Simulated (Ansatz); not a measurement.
Input file:

```yaml
crystal:
  periodic: [false, false, false]
  atoms:
    - {symbol: N, position_ang: [0.000000, 0.000000, 1.788908]}
    - {symbol: C, position_ang: [0.000000, 0.000000, -0.360092]}
    - {symbol: H, position_ang: [0.000000, 0.000000, -1.428817]}
basis:
  gaussian: {orbitals: 6-31G}
magnetization: {spin_polarized: false}
correlation: {method: ccsdt_q, electrons: outside_noble_gas}
```

```sh
$ ansatz run in.yaml --threads 1 --pin off --events-out ev --progress --plain --max-ram 2393MiB
```

Log:

```
447 factors; integrals over basis functions are off by at most 4.9e-8 eV
mean field evaluation 1: about -2501.8899 eV, gradient 5.8e1 eV
mean field evaluation 2: about -2501.8902 eV, gradient 5.8e1 eV
mean field evaluation 4: about -2511.2389 eV, gradient 2.5e1 eV
mean field evaluation 8: about -2513.3756 eV, gradient 4.0e-1 eV
mean field evaluation 16: about -2513.6347 eV, gradient 9.0e0 eV
mean field evaluation 32: about -2513.3751 eV, gradient 9.4e-2 eV
mean field evaluation 64: about -2513.5673 eV, gradient 9.6e0 eV
mean field evaluation 96: about -2511.3368 eV, gradient 1.6e0 eV
mean field evaluation 128: about -2510.5551 eV, gradient 1.0e1 eV
mean field evaluation 160: about -2513.9314 eV, gradient 2.8e0 eV
...
mean field -2513.96810018 eV, -92.3866236527 hartree, gradient 1.0e-5 eV, S^2 0.000000; 11 other end points of the search recorded, 0 dependent functions left out; unrestricted orbitals would lower it
determinant -2513.96810018 eV, -92.3866236527 hartree, with singles and doubles -2520.83098377 eV, -92.6388299728 hartree
determinant -2513.37511282 eV, -92.3648317693 hartree, with singles and doubles -2522.26883075 eV, -92.6916698749 hartree
determinant -2512.78857810 eV, -92.3432770158 hartree, with singles and doubles -2517.88131351 eV, -92.5304315902 hartree
determinant -2511.09461275 eV, -92.2810249373 hartree, with singles and doubles -2518.05141870 eV, -92.5366828408 hartree
determinant -2513.96810018 eV, -92.3866236527 hartree, with singles and doubles -2522.86918907 eV, -92.7137326362 hartree
determinant -2513.37511282 eV, -92.3648317693 hartree, with singles and doubles -2522.46209345 eV, -92.6987721481 hartree
...
unrestricted determinant -2521.42734520 eV, -92.6607458512 hartree, S^2 2.7565
2 core orbitals not correlated: weight in the atoms' cores, before any rotation towards them, 1.000 or more for the frozen orbitals, at most 0.000 for the correlated occupied ones
reference -2513.37511282 eV, -92.3648317693 hartree; 5, 5 occupied and 13, 13 virtual orbitals, 447 factors
second order -7.57877302 eV of doubles, -0.00000000 eV of singles
...
cycle  28  -11.41166222 eV  change    6.3e-6 eV  update   1.8e-6
cycle  29  -11.41165430 eV  change    7.9e-6 eV  update   1.0e-6
cycle  30  -11.41165203 eV  change    2.3e-6 eV  update   6.2e-7
cycle  31  -11.41164980 eV  change    2.2e-6 eV  update   3.3e-7
cycle  32  -11.41165038 eV  change   -5.7e-7 eV  update   4.5e-7
cycle  33  -11.41165076 eV  change   -3.8e-7 eV  update   3.1e-7
cycle  34  -11.41165157 eV  change   -8.2e-7 eV  update   2.5e-7
cycle  35  -11.41165183 eV  change   -2.6e-7 eV  update   2.4e-7
cycle  36  -11.41165231 eV  change   -4.8e-7 eV  update   2.1e-7
cycle  37  -11.41165271 eV  change   -4.0e-7 eV  update   2.0e-7
perturbative correction 0.70715772 eV, 0.0259875669 hartree
WARN: the results are in doubt because among natural orbitals full CI differs from the method by -0.407 eV
Total energy: -2524.07960781 eV, -92.7582147043 hartree
In doubt: among natural orbitals full CI differs from the method by -0.407 eV
```

The determinant lies 0.59 eV above the lowest one of its kind in the log. The T1 diagnostic is 0.264, too large for the energy to be relied on.

Ran on 1 thread of Arm Neoverse V1, shared host: 1.9 s wall, 0.15 GiB peak host memory.
